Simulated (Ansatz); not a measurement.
## Worked example: PH₂⁺, quintet against PH$_{2}$⁺, triplet

Geometry (PBE0/def2-TZVP stationary point of a triplet), kept for both states (PH2⁺, triplet: B1; PH2⁺, quintet: A2):

```xyz
3

P     0.0000   -0.0418    0.0000
H     0.0000    0.6425   -1.2397
H     0.0000    0.6425    1.2397
```

Basis cc-pVDZ; Ansatz 0.2.0. Only valence electrons are correlated (noble-gas cores frozen). Prefix R: restricted or restricted open-shell reference; prefix U: unrestricted.

Full CI is exact within this basis and frozen core; it isn't the basis-set limit. The frozen core follows each run's orbitals, which can shift R against U totals by a few meV.

```csv
level,"E(PH2⁺, triplet) (hartree)","E(PH2⁺, quintet) (hartree)"
UHF,-341.528971,-341.203992
UMP2,-341.609272,-341.274267
UCCSD(T),-341.634102,-341.298267
PBE,-341.952159,-341.619986
r2SCAN,-342.091153,-341.756711
full CI,-341.634757,-341.299009
```

Problem. Give the vertical gap, PH2⁺ quintet less PH2⁺ triplet, at each level in eV (1 hartree = 27.2114 eV), and each error against full CI.

Solution. full CI: (-341.299009 − (-341.634757)) × 27.2114 = 9.136 eV (the reference)
r2SCAN: (-341.756711 − (-342.091153)) × 27.2114 = 9.101 eV, error -0.035 eV
PBE: (-341.619986 − (-341.952159)) × 27.2114 = 9.039 eV, error -0.097 eV
UCCSD(T): (-341.298267 − (-341.634102)) × 27.2114 = 9.139 eV, error 0.003 eV
UMP2: (-341.274267 − (-341.609272)) × 27.2114 = 9.116 eV, error -0.020 eV
UHF: (-341.203992 − (-341.528971)) × 27.2114 = 8.843 eV, error -0.293 eV

Total energies of functionals can't be set beside those of wave-function methods, since they hold the core's correlation and their own absolute errors; only the differences compare.

In so small a basis the reference is far from its limit while semilocal and hybrid functionals are nearer theirs, so the functionals' errors here hold much of the reference's basis and frozen-core error, which can add to them or hide them.

Each level lands on the state that its own search finds. T1 diagnostics of restricted CCSD: 0.020 and 0.018.
